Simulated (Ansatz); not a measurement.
Relaxation of AlFH$_{4}$O (7 atoms, charge 0, multiplicity 1), to a largest force component of 0.03 eV/Å in at most 50 steps.

Method: RKS r2SCAN-D4/def2-SVP in Ansatz.

```xyz
7
Properties=species:S:1:pos:R:3
Al 0.058 0.416 -0.505
O -0.044 -0.010 2.421
H -0.953 -0.115 2.736
H 1.464 -0.115 -0.980
H -1.361 -0.157 -0.895
F 0.051 1.879 0.341
H 0.024 0.961 2.253
```

Problem. Where does it end, and by what steps?

Solution. The forces met the threshold. After 9 steps the energy has fallen by 0.710 eV; H3 moved furthest, 0.56 Å. Joined: Al1–O2 (2.96 → 2.01 Å).

```
step  energy less start (eV)  largest force component (eV/Å)  accepted
   0                  0.0000                           0.763       yes
   1                 -0.1838                           1.104       yes
   2                 -0.4476                           1.436       yes
   3                 -0.6347                           1.110       yes
   4                 -0.6902                           0.445       yes
   5                 -0.7048                           0.121       yes
   6                 -0.7083                           0.071       yes
   7                 -0.7092                           0.065       yes
   8                 -0.7097                           0.032       yes
   9                 -0.7098                           0.016       yes
```

```xyz
7
Properties=species:S:1:pos:R:3
Al 0.028 0.409 -0.099
O -0.016 0.080 1.886
H -0.831 -0.319 2.229
H 1.385 -0.222 -0.621
H -1.409 -0.161 -0.493
F 0.084 2.070 0.265
H -0.002 1.002 2.204
```

Whether the end is a true minimum wasn't checked by a vibrational analysis.

Time of the run: 34 s on 1 thread of AMD EPYC 7R43 64-Core Processor (Zen 3) (shared host), peak memory 0.15 GiB.
